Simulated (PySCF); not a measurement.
# C2H3N: the cost of one run

The runs use PySCF 2.14.0, with density-fitted response routines of our own; the level of theory stands in each step. All values are computed, except where a source is named. Atoms count from 0, in the outputs and in this text.

### 1 The molecule as given

6 atoms, charge 0, multiplicity 1; geometry from: GFN2-xTB. The atoms were then displaced at random by about 0.01 Å, so the start is not that level's minimum.

Bonds of the start (Å): C0–C1 1.41, C1–N2 1.13, C0–H3 1.07, C0–H4 1.08, C0–H5 1.13.

### 2 Geometry optimisation at PBE0-D3(BJ)/def2-SVP

Job settings and geometry (Å):

```
{"job": {"xc": "PBE0", "basis": "def2-SVP", "d3": "d3bj", "grid": 1, "shake": 0.01, "kind": "geom"}, "charge": 0, "multiplicity": 1}
C     -0.466320    -0.023050     0.006100
C      0.944050    -0.008390    -0.016190
N      2.072040    -0.011490    -0.035830
H     -0.829310    -0.627090    -0.805440
H     -0.844700    -0.385280     0.947990
H     -0.851590     1.025280    -0.141300
```

Started as:

```
> OMP_NUM_THREADS=1 python probes_run.py task.json out
```

The driver reads the jobs from task.json and runs them one after another.

**Question.** How long does this first job take on 1 thread of Intel Xeon Platinum 8488C, shared host, and how much memory does it need?

About 3.4 s, with a peak of 0.28 GiB.
